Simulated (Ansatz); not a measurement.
CH₄, singlet in cc-pVDZ: errors against full CI

Geometry: MP2(full)/6-31G*, from the G2/97 set.

```xyz
5

C     0.0000    0.0000    0.0000
H     0.6291    0.6291    0.6291
H    -0.6291   -0.6291    0.6291
H     0.6291   -0.6291   -0.6291
H    -0.6291    0.6291   -0.6291
```

Basis cc-pVDZ; Ansatz 0.2.0. Only valence electrons are correlated (noble-gas cores frozen), which leaves 8 electrons in 33 orbitals. Prefix R: restricted or restricted open-shell reference. Active spaces: valence = (8e, 8o) chosen from the atoms' valence shells.

Full CI is exact within this basis and frozen core; it isn't the basis-set limit.

* UHF ⟨S²⟩: 0.000
* T1 diagnostic (RCCSD): 0.0053
* largest doubles amplitude (RCCSD): 0.032

```tsv
level	E − E(full CI) (kJ/mol)	share of correlation (%)	wall time
RHF	496.1	0.00	–
RMP2	72.9	85.32	–
CISD	32.4	93.48	0.73 s
RCCSD	11.2	97.75	–
RCCSD(T)	1.4	99.71	0.22 s
BCCD(T)	1.4	99.71	0.31 s
RCCSDT	0.4	99.92	–
CISDTQ	1.0	99.79	1.7 s (H100)
RCCSDT(Q)	0.0	99.99	1.2 s
RCCSDTQ	0.0	99.99	2 s (H100)
CASSCF (valence space)	283.2	42.91	–
NEVPT2 (valence space)	72.7	85.35	1.9 s
NEVPT4(SD) (valence space)	7.8	98.43	2.6 s
MRCISD (valence space)	10.1	97.97	–
MRCISD+Q (valence space)	-0.4	100.08	2.6 s
```

The correlation energy at full CI, counted from RHF, is -5.142 eV. That run took 12 s on 5 threads of AMD EPYC 7R13 with a whole H100 80 GB, shared host over 418,639,400 determinants.

Times hold each run's SCF and search for its determinant on a shared host, so for small cases they say little of a method's own cost; rows without a card ran on 1 thread of AMD EPYC 7R13.

The full-CI state has the irrep A1 of C2v, in the program's axes (one component, if the state is degenerate).

Natural occupations of full CI about the gap: 1.974 1.957 1.957 1.957 0.024 0.024 0.024 0.020 0.010 0.010; effectively unpaired electrons, Σ n²(2−n)², 0.03.

Atomization energy (electronic, same basis, no zero-point term; atoms at the same level, unrestricted beside the R rows where the molecule is a closed shell, with restricted open-shell steps beyond CCSDT(Q)) at full CI: 1653.7 kJ/mol. Errors of other levels:

| level | error (kJ/mol) |
| --- | --- |
| RHF | -301.4 |
| RMP2 | -14.1 |
| CISD | -27.8 |
| RCCSD | -7.9 |
| RCCSD(T) | -0.6 |
| BCCD(T) | -0.5 |
| RCCSDT | -0.4 |
| CISDTQ | -0.9 |
| RCCSDT(Q) | -0.1 |
| RCCSDTQ | 0.0 |
| CASSCF (valence space) | -126.5 |
| NEVPT2 (valence space) | -35.0 |
| NEVPT4(SD) (valence space) | -6.7 |
| MRCISD (valence space) | -8.1 |
| MRCISD+Q (valence space) | -2.3 |

This basis is far from its limit, so the value isn't to be set against a measured one. Truncated CI isn't size-consistent, which counts against it in atomization.
